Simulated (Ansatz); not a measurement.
`SCCS`, charge 0, multiplicity 1.

Problem. Give a relaxed structure at PBE0-D4/def2-TZVP (Ansatz). (An estimate is asked.)

Solution. The calculation gave: 
Z-matrix (Å, degrees):
```
C
C 1 1.514
S 1 1.819 2 110.7
H 1 1.093 2 110.3 3 -121.5
H 1 1.092 2 109.1 3 119.7
S 2 1.810 1 114.4 3 55.8
H 2 1.092 1 110.2 3 -61.5
H 2 1.092 1 110.1 3 179.8
H 3 1.342 1 95.6 2 150.9
H 6 1.343 2 96.6 1 61.3
```
This is one stationary point; other conformers may exist.
